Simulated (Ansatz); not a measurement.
Program: Ansatz. Geometries: PBE0-D4/def2-TZVP. ΔE: electronic, gas phase. CCSD(T)/CBS adds triple-zeta CCSD(T) − MP2 to the extrapolated MP2 energy (def2 sets, frozen cores). This one scheme is used for every species. Functionals use def2-TZVPP. One conformer a species, not always the lowest.

Consider the substitution at a C–O bond: `COC(C)(O)F` + H₂S → `CC(O)(F)S` + CH₃OH.

Question: Is it downhill or uphill in electronic energy at CCSD(T)/CBS, and by how much? (An estimate is asked.)

Answer: Computed: Uphill: ΔE = +0.28 eV.

Question: What do these levels give: PBE-D4, r2SCAN-D4, r2SCAN, CCSD/def2-TZVPP, CCSD(T)/def2-TZVPP, CCSD/CBS(def2)? (Best estimate.)

Answer: Ansatz gave: PBE-D4 0.21, r2SCAN-D4 0.31, r2SCAN 0.30, CCSD/def2-TZVPP 0.38, CCSD(T)/def2-TZVPP 0.36, CCSD/CBS(def2) 0.30 eV.

Largest T1 diagnostic among the species: 0.012.

In def2-TZVPP, CCSD(T) changes the Hartree–Fock value by −0.10 eV (the triples alone add −0.02 eV) and MP2 by −0.16 eV. From PBE to PBE0 (25 % exact exchange), in def2-TZVPP and without D4, ΔE moves by +0.07 eV.
